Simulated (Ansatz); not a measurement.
# C₅H₅F: geometry optimisation

The task: find the minimum of C₅H₅F nearest to the start.

Computed with Ansatz 0.2.0. Level: RKS SPW92 (LDA)/def2-SVP.

## 1. Where the work starts

11 atoms, charge 0, spin multiplicity 1.

Atoms are counted from 1 here; the program's logs count them from 0.

Bond lengths: F1–C2 1.337 Å, C2–C3 1.360 Å, C2–C6 1.501 Å, C3–C4 1.469 Å, C3–H7 1.097 Å, C4–C5 1.363 Å, C4–H8 1.099 Å, C5–C6 1.506 Å, C5–H9 1.097 Å, C6–H10 1.114 Å, C6–H11 1.114 Å. Angles: F1–C2–C3 127.4°, F1–C2–C6 121.2°, C3–C2–C6 111.4°, C2–C3–C4 107.0°, C2–C3–H7 126.4°, C4–C3–H7 126.5°, C3–C4–C5 110.4°, C3–C4–H8 123.8°, C5–C4–H8 125.8°, C4–C5–C6 108.9°, C4–C5–H9 127.0°, C6–C5–H9 124.1°, C2–C6–C5 102.3°, C2–C6–H10 111.5°, C2–C6–H11 111.5°, C5–C6–H10 112.9°, C5–C6–H11 112.9°, H10–C6–H11 105.9°.

As a file:

```xyz
11

F     2.06371    0.30317   -1.34183
C     1.00719    0.05019   -0.56224
C     0.90083   -0.90449    0.39985
C    -0.44542   -0.78644    0.97508
C    -1.13494    0.22159    0.36896
C    -0.25588    0.85179   -0.67898
H     1.67451   -1.62569    0.69061
H    -0.82422   -1.43132    1.78083
H    -2.16124    0.54421    0.58574
H    -0.07058    1.93420   -0.49444
H    -0.68836    0.78579   -1.70299
```

## 2. Relaxation

File input.yaml:

```yaml
crystal:
  periodic: [false, false, false]
  atoms:
    - { symbol: F, position_ang: [2.063706, 0.303167, -1.341826] }
    - { symbol: C, position_ang: [1.007187, 0.050191, -0.562236] }
    - { symbol: C, position_ang: [0.900829, -0.904489, 0.399851] }
    - { symbol: C, position_ang: [-0.445423, -0.786445, 0.975079] }
    - { symbol: C, position_ang: [-1.134938, 0.221589, 0.36896] }
    - { symbol: C, position_ang: [-0.255884, 0.851791, -0.678976] }
    - { symbol: H, position_ang: [1.674513, -1.625695, 0.690605] }
    - { symbol: H, position_ang: [-0.824219, -1.431316, 1.780834] }
    - { symbol: H, position_ang: [-2.16124, 0.544211, 0.585738] }
    - { symbol: H, position_ang: [-0.070576, 1.934205, -0.494442] }
    - { symbol: H, position_ang: [-0.688355, 0.78579, -1.702988] }
basis:
  gaussian: { orbitals: def2-SVP }
hamiltonian:
  xc: lda
output:
  forces: true
relax:
  f_tol: 0.003
  max_steps: 120
```

Started as:

```bash
$ ansatz run input.yaml --threads 1 --pin off --max-ram 2560MiB --backend cpu --events-out ev --progress --plain --runs-dir out
```

Output (excerpt; [...] marks lines left out):

```text
Warning: RAYON_NUM_THREADS=1 ignored (pool sized by the plan → 1); use --threads N
[...]
Functional definition: SPW92
[...]
1228 factors; their error is unknown
[...]
mean field -7910.28688964 eV, -290.6976814091 hartree, gradient 7.2e-6 eV, S^2 0.000000; 0 other end points of the search recorded, 0 dependent functions left out
[...]
reference -7910.28691666 eV, -290.6976824024 hartree; 22, 22 occupied and 87, 87 virtual orbitals, 1228 factors
relax step   1: F+E_penalty+E_count = -7910.28688964 eV  Δ(F+E_penalty+E_count) = +0.000e0 eV  max|allowed force component| = 6.879e-1 eV/Å  Δτ_max = 0.0000 Å  (32 SCF iters, accepted)
[...]
relax step   4: F+E_penalty+E_count = -7910.31131598 eV  Δ(F+E_penalty+E_count) = -5.463e-5 eV  max|allowed force component| = 1.347e-2 eV/Å  Δτ_max = 0.0009 Å  (34 SCF iters, accepted)
[...]
relax step   5: F+E_penalty+E_count = -7910.31132846 eV  Δ(F+E_penalty+E_count) = -1.248e-5 eV  max|allowed force component| = 1.326e-3 eV/Å  Δτ_max = 0.0008 Å  (34 SCF iters, accepted)
1228 factors; their error is unknown
[...]
mean field -7910.31132846 eV, -290.6985795194 hartree, gradient 1.5e-5 eV, S^2 0.000000; 1 other end points of the search recorded, 0 dependent functions left out
[...]
reference -7910.31135541 eV, -290.6985805098 hartree; 22, 22 occupied and 87, 87 virtual orbitals, 1228 factors
Total energy: -7910.31135541 eV, -290.6985805098 hartree
Atom 0 at     2.040403     0.302712    -1.329341 Å, force     0.000021     0.000111    -0.000298 eV/Å
Atom 1 at     1.000029     0.051995    -0.560015 Å, force    -0.000106     0.000528    -0.000830 eV/Å
Atom 2 at     0.893795    -0.898357     0.397454 Å, force    -0.000055    -0.000523     0.001277 eV/Å
Atom 3 at    -0.439315    -0.781669     0.967239 Å, force    -0.000499    -0.000411    -0.000398 eV/Å
Atom 4 at    -1.124646     0.221733     0.363318 Å, force    -0.001234     0.001326     0.000571 eV/Å
Atom 5 at    -0.251529     0.841584    -0.671495 Å, force     0.000710    -0.000832     0.000055 eV/Å
Atom 6 at     1.672747    -1.619622     0.685358 Å, force     0.001016     0.000076    -0.000609 eV/Å
Atom 7 at    -0.822554    -1.425858     1.775200 Å, force    -0.000499     0.000544    -0.000283 eV/Å
Atom 8 at    -2.153412     0.544713     0.581589 Å, force     0.000502    -0.000404     0.000068 eV/Å
Atom 9 at    -0.066226     1.927429    -0.489759 Å, force     0.000077     0.000461     0.000923 eV/Å
Atom 10 at    -0.683694     0.778339    -1.698950 Å, force     0.000067    -0.000877    -0.000476 eV/Å
Dipole moment:    -0.181043     0.084085     0.012554 e Å
```

Wall time 11 s (1 thread of AMD EPYC 7R13 (Zen 3), shared host); peak memory 0.15 GiB.

The steps of the relaxation:

| step | energy from step 1 (eV) | largest force component (eV/Å) |
| --- | --- | --- |
| 1 | 0.0000 | 0.6879 |
| 2 | -0.0210 | 0.2770 |
| 3 | -0.0244 | 0.0303 |
| 4 | -0.0244 | 0.0135 |
| 5 | -0.0244 | 0.0013 |

Bond lengths before and after, largest changes first:

| bond | before (Å) | after (Å) | change (Å) |
| --- | --- | --- | --- |
| F1–C2 | 1.337 | 1.318 | -0.019 |
| C5–C6 | 1.506 | 1.489 | -0.017 |
| C2–C6 | 1.501 | 1.484 | -0.017 |
| C3–C4 | 1.469 | 1.454 | -0.014 |
| C4–C5 | 1.363 | 1.357 | -0.007 |
| C2–C3 | 1.360 | 1.353 | -0.006 |
| C3–H7 | 1.097 | 1.100 | +0.003 |
| C6–H11 | 1.114 | 1.116 | +0.003 |

## 3. What came out

```
             quantity      value
        energy gained  0.0244 eV
root mean square move    0.012 Å
        dipole moment     0.96 D
```

**Reading.** Bond lengths: F1–C2 1.318 Å, C2–C3 1.353 Å, C2–C6 1.484 Å, C3–C4 1.454 Å, C3–H7 1.100 Å, C4–C5 1.357 Å, C4–H8 1.102 Å, C5–C6 1.489 Å, C5–H9 1.100 Å, C6–H10 1.116 Å, C6–H11 1.116 Å. Angles: F1–C2–C3 127.5°, F1–C2–C6 121.4°, C3–C2–C6 111.1°, C2–C3–C4 107.0°, C2–C3–H7 126.2°, C4–C3–H7 126.8°, C3–C4–C5 110.4°, C3–C4–H8 124.0°, C5–C4–H8 125.7°, C4–C5–C6 108.7°, C4–C5–H9 126.9°, C6–C5–H9 124.3°, C2–C6–C5 102.8°, C2–C6–H10 111.4°, C2–C6–H11 111.4°, C5–C6–H10 112.9°, C5–C6–H11 112.9°, H10–C6–H11 105.6°. No frequencies were computed here.
